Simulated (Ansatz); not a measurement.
This Ansatz (a quantum-chemistry and plane-wave program) input (r2SCAN/cc-pVDZ) gives -208.50662 Eh with 76 basis functions.

Ansatz 0.2 input:
```yaml
crystal:
  periodic: [false, false, false]
  atoms:
    - {symbol: O, position_ang: [0.39958647, 1.19705172, 0.49062668]}
    - {symbol: C, position_ang: [0.16077201, 0.04986817, 0.01460440]}
    - {symbol: N, position_ang: [0.99490316, -0.87693290, -0.41154964]}
    - {symbol: C, position_ang: [-1.32751809, -0.33678506, -0.08884436]}
    - {symbol: H, position_ang: [-1.84871721, 0.39581689, -0.71352551]}
    - {symbol: H, position_ang: [-1.46283536, -1.33583130, -0.50633873]}
    - {symbol: H, position_ang: [-1.78317322, -0.28964351, 0.90550806]}
    - {symbol: H, position_ang: [1.93418841, -0.48672424, -0.28437002]}
basis:
  gaussian:
    orbitals: cc-pVDZ
hamiltonian:
  xc: {name: r2SCAN}
total_charge: -1
magnetization: {spin_polarized: false}
```

Change:
```diff
- orbitals: cc-pVDZ
+ orbitals: aug-cc-pVTZ
```

Problem. What does the run give now?

Solution. -208.59811 Eh (r2SCAN/aug-cc-pVTZ, 276 functions), a change of -91.49 mEh.
